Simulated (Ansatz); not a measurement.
**CH3NSi: taking an electron away**

The task here is to estimate one member of a computed series from the others.

Method: unrestricted cation, the program's frozen cores in correlated methods; program: Ansatz 0.2.0, Gaussian basis.

Levels to be run: UKS PBE-D4/def2-TZVPP; UKS r2SCAN-D4/def2-TZVPP; UKS PBE0-D4/def2-TZVPP; UKS B3LYP-D4/def2-TZVPP; UKS wB97X-V/def2-TZVPP; UKS wB97M-V/def2-TZVPP; UKS B2PLYP/def2-TZVPP; UHF-CCSD(T)/def2-TZVPP; UHF-MP2/def2-QZVPP; extrapolation to the limit; then −ε(HOMO) from the neutral's earlier runs with LDA (SPW92), PBE-D4, revPBE-D4, BLYP-D4, r2SCAN-D4, B97M-V, PBE0-D4, B3LYP-D4, r2SCANh-D4, r2SCAN0-D4, HSE06-D4, BHLYP-D4, CAM-B3LYP-D4, LC-ωPBE, ωB97X-V, ωB97M-V.

**The relaxed structure**

All runs share one geometry, relaxed beforehand with PBE0-D4 in a triple-zeta def2 set.

SMILES `N#C[SiH3]`, 6 atoms, charge 0, spin multiplicity 1.

Atoms are counted from 1 here; the program's logs count them from 0.

Bond lengths: N1–C2 1.152 Å, C2–Si3 1.848 Å, Si3–H4 1.479 Å, Si3–H5 1.479 Å, Si3–H6 1.479 Å. Angles: N1–C2–Si3 179.9°, C2–Si3–H4 107.5°, C2–Si3–H5 107.5°, C2–Si3–H6 107.5°, H4–Si3–H5 111.4°, H4–Si3–H6 111.4°, H5–Si3–H6 111.4°.

The first run:

File in.yaml:

```yaml
crystal:
  periodic: [false, false, false]
  atoms:
    - {symbol: N, position_ang: [1.096306, -1.885168, 1.054185]}
    - {symbol: C, position_ang: [0.575969, -0.990760, 0.548729]}
    - {symbol: Si, position_ang: [-0.257320, 0.444212, -0.265378]}
    - {symbol: H, position_ang: [-1.415128, -0.083350, -1.019168]}
    - {symbol: H, position_ang: [0.729295, 1.077901, -1.166582]}
    - {symbol: H, position_ang: [-0.687021, 1.373165, 0.802013]}
basis:
  gaussian: {orbitals: def2-TZVPP}
total_charge: 1
magnetization: {spin_polarized: true, initial_magnetization: 1}
hamiltonian: {xc: pbe, dispersion: d4}
```

Run with:

```
> ansatz run in.yaml --threads 4 --pin off --events-out ev --progress --plain --max-ram 10444MiB
```

Steps of the session up to this table: Cation, UKS PBE-D4/def2-TZVPP; Cation, UKS r2SCAN-D4/def2-TZVPP; Cation, UKS PBE0-D4/def2-TZVPP; Cation, UKS B3LYP-D4/def2-TZVPP; Cation, UKS wB97X-V/def2-TZVPP; Cation, UKS wB97M-V/def2-TZVPP; Cation, UKS B2PLYP (frozen core)/def2-TZVPP; Cation, UHF-CCSD(T)/def2-TZVPP; Cation, UHF-MP2/def2-QZVPP.

One of the session's tables, all rows but one given; the rest of the session is left out.

Orbital estimates, from the neutral's runs:

| functional | −ε(HOMO) (eV) |
| --- | --- |
| LDA (SPW92) | 8.67 |
| PBE-D4 | 8.53 |
| revPBE-D4 | ? |
| BLYP-D4 | 8.38 |
| r2SCAN-D4 | 8.83 |
| B97M-V | 8.84 |
| PBE0-D4 | 9.86 |
| B3LYP-D4 | 9.61 |
| r2SCANh-D4 | 9.32 |
| r2SCAN0-D4 | 10.06 |
| HSE06-D4 | 9.45 |
| BHLYP-D4 | 11.06 |
| CAM-B3LYP-D4 | 11.27 |
| LC-ωPBE | 12.74 |
| ωB97X-V | 12.30 |
| ωB97M-V | 12.15 |

Q: Estimate the row for revPBE-D4 from the others.

**Answer.** −ε(HOMO) (eV): 8.47. In the column «−ε(HOMO) (eV)» it lies between BLYP-D4 (8.38) and PBE-D4 (8.53).
